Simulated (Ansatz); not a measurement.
System: rutile PbO2. Method: HSE06 in Ansatz (plane waves, PAW).

Run with plane-wave cutoff 500 eV, 6×6×8 k mesh (along the axes of the cell as run), Fermi–Dirac smearing 0.05 eV, scalar-relativistic PAW data made under PBE.

Computed at the level's own relaxed cell.

What does this level give for the equilibrium volume per atom, lattice parameter a and lattice parameter c?


- equilibrium volume per atom: 13.86 Å³/atom
- lattice parameter a: 4.974 Å
- lattice parameter c: 3.361 Å

Measured, for comparison: lattice constant a 4.958 Å (room temperature, not corrected to a static lattice, our sources range from 4.950 to 4.958; as tabulated in Hiroi (2015), arXiv:1503.02262); lattice parameter c 3.388 Å (room temperature, not corrected to a static lattice; as tabulated in Hiroi (2015), arXiv:1503.02262). Computed (rounded) less measured: lattice constant a +0.3 % (+0.3 % to +0.5 % over the range), lattice parameter c -0.8 %. A static lattice is as a rule a little smaller and stiffer than an uncorrected measurement, which narrows the difference in the lattice parameter c and would widen misses of the other sign.

Note: exact exchange on metals is sensitive to the k mesh and can open a false gap.

Spin–orbit coupling is not included; it can shift volumes and moduli of such heavy elements.

The computed numbers hold no vibrational or temperature effects.

Computing time: roughly 29 core-minutes.

Ansatz is a program for electronic structure.
